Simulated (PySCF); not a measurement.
Gas-phase reaction: 3 PH3 + SiH4 + 2 SiH → 3 H3SiPH2

Method: PySCF energies (xtb for GFN2) plus ideal-gas RRHO corrections (1 bar). † marks an energy on the PBE0/def2-TZVP geometry and frequencies; other levels use their own. MP2 and CCSD(T) freeze the core. 6-31G* has spherical d functions here. Open shells (unrestricted): SiH (multiplicity 2, electronic degeneracy 4); the rest are closed-shell singlets. GFN2 has no spin-polarisation term. Spin-orbit splitting is ignored; it lowers the true energy and changes the entropy of SiH. MP2 isn't extrapolated to the basis-set limit; its ΔH°(298 K) is -667.1 kJ in def2-SVP and -718.1 kJ in def2-TZVPP. CCSD(T) isn't extrapolated to the basis-set limit; its ΔH°(298 K) is -622.6 kJ in def2-SVP and -670.4 kJ in def2-TZVPP. The harmonic model lacks anharmonicity and excited electronic states, which grow with temperature; levels with a mode under 35 cm⁻¹ are left out. Internal rotation in H3SiPH2 is treated as a harmonic vibration of one conformer, which makes the entropy rough. Warning, large T1 diagnostic: SiH (CCSD(T)/def2-TZVPP†).

| level | ΔE electronic, kJ | ΔH°(298 K), kJ | ΔS°(298 K), J/K | ΔG°(800 K), kJ |
|---|---|---|---|---|
| CCSD(T)/def2-TZVPP† | -692 | -670 | -393 | -362 |
| GFN2-xTB | -752 | -733 | -380 | -437 |
| HF/6-31G* | -566 | -543 | -399 | -228 |
| HF/def2-TZVP† | -570 | -549 | -393 | -240 |
| MP2/def2-SVP† | -688 | -667 | -393 | -358 |
| PBE0/def2-QZVP† | -731 | -710 | -393 | -401 |
| ωB97M-V/def2-TZVP† | -716 | -695 | -393 | -387 |
ΔH° is lowest at GFN2-xTB and highest at HF/6-31G*. No reference value is set beside these.
